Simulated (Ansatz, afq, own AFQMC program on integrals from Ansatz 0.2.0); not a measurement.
Integrals from Ansatz 0.2.0, then the random walk in our own AFQMC program (afq).

```yaml
crystal:
  periodic: [false, false, false]
  atoms:
    - {symbol: C, position_ang: [-0.889365, 0.332830, -1.170271]}
    - {symbol: C, position_ang: [0.380764, -0.035208, -0.494477]}
    - {symbol: C, position_ang: [1.119967, 0.942213, 0.344341]}
    - {symbol: H, position_ang: [-1.425075, -0.547549, -1.556228]}
    - {symbol: H, position_ang: [-1.570096, 0.875820, -0.490882]}
    - {symbol: H, position_ang: [-0.721488, 1.008528, -2.035534]}
    - {symbol: H, position_ang: [0.892984, -0.951654, -0.805372]}
    - {symbol: H, position_ang: [0.444513, 1.483987, 1.029987]}
    - {symbol: H, position_ang: [1.904225, 0.461964, 0.948718]}
    - {symbol: H, position_ang: [1.621171, 1.722271, -0.266982]}
basis:
  gaussian: {orbitals: def2-TZVP}
magnetization: {spin_polarized: true, initial_magnetization: 1}
correlation: {method: ccsd_t, electrons: outside_noble_gas, hamiltonian_folder: ham}
```

```sh
$ ansatz run in.yaml --threads 2 --pin off --events-out ev --progress --plain --max-ram 49920MiB --backend cuda --devices 0, --max-vram 37GiB
```

afq runs on the folder ham with

```
--method phaseless --trial cisd --walkers 600 --populations 10 --least-time 60 --time-step 0.005 --steps-per-block 50 --equilibration-blocks 56 --max-blocks 4000 --target-error 0.00026 --factor-cut 1e-05 --start spin_pure --seed 5346 --release-times 0.24,0.51,0.99,1.5 --release-step 0.03 --release-every 4 --taylor-order 6
```

Times are imaginary, in 1/Eh. The walk had a cap of 720 s. With eight or more populations the least sampling time is a fifth of least-time, and the error comes from their spread.

Output of the walk:

```
orbitals 132  electrons 10 9  factors 938 of 938
reference energy -117.67896730 Eh
CCSD correlation -0.53093732 Eh in 10 cycles, weight of the determinant in the CISD state 0.8342
energy of the start -118.208741 Eh
 block  time / (1/Eh)  mean weight  energy / Eh
     1     0.250  0.9988  -118.197121
     2     0.500  0.9986  -118.207470
     3     0.750  1.0016  -118.213900
     4     1.000  0.9991  -118.218459
     5     1.250  1.0001  -118.223707
    10     2.500  0.9997  -118.229884
    56    14.000  1.0007  -118.227184
   111    27.750  1.0010  -118.233054
   166    41.500  0.9999  -118.233976
   188    47.000  0.9989  -118.225226
   221    55.250  1.0013  -118.228636
   276    69.000  0.9999  -118.230907
   298    74.500  1.0008  -118.235758
   331    82.750  0.9999  -118.225902
   386    96.500  1.0003  -118.230238
   441   110.250  0.9997  -118.228664
   452   113.000  0.9997  -118.226070
error from the spread of 10 populations
released: time / (1/Eh)  energy / Eh  error  mean overlap
  0.24  -118.230084  0.000232  0.9934
  0.51  -118.230109  0.000283  0.9921
  0.99  -118.230358  0.000225  0.9779
  1.50  -118.230910  0.000638  0.9586
energy -118.229877 +/- 0.000256 Eh
(rows thinned)
```

The run passed its tests (sampling time, drift between the halves within three errors, error under three times the target), which doesn't prove that it has relaxed.

Against this walk (error 7.0 meV) on the same determinant: CCSD(T) 37.8 meV higher. The error is statistical and leaves out the bias of the constraint. Released to 0.99 1/Eh the energy moves by -13 ± 9 meV (both errors), within twice the noise.

Cautions: constraint bias not in the error.

The walk took 8.3 min on 1 × NVIDIA H100 80GB HBM3 with 4 threads of AMD EPYC 7R13 Processor (Zen 3) (shared host) (the card was shared). The log's last line is the phaseless energy.
